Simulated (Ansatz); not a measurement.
Two shapes of singlet H4O2.

Shape 1:

```xyz
6

O    -1.4463   -0.1553    0.0011
H    -1.9022    0.7028   -0.0024
H    -0.5101    0.0937   -0.0056
O     1.3707    0.1709    0.0032
H     1.5443   -0.4006   -0.7579
H     1.5457   -0.4180    0.7617
```

Shape 2:

```xyz
6

O    -1.4973   -0.1319    0.0131
H    -1.8792    0.6555   -0.0194
H    -0.5314    0.0418    0.0120
O     1.3951    0.2053   -0.0122
H     1.5683   -0.3698   -0.7470
H     1.5185   -0.3660    0.7501
```

Basis set: STO-3G (spherical functions). Left uncorrelated: 2 orbitals. Charge 0, multiplicity 1.

Computed with Ansatz (development build ahead of 0.2.0); each method stands on the lowest determinant of its kind that the runs found.

(1) Which shape is lower in energy, and by how much in each method?

## Answers

(1)

```csv
method,E(2) − E(1) (eV)
RHF,0.559
RHF-MP2,0.703
```

Shape 1 is lower. Caution: no unrestricted run beside it, a lower state can exist.
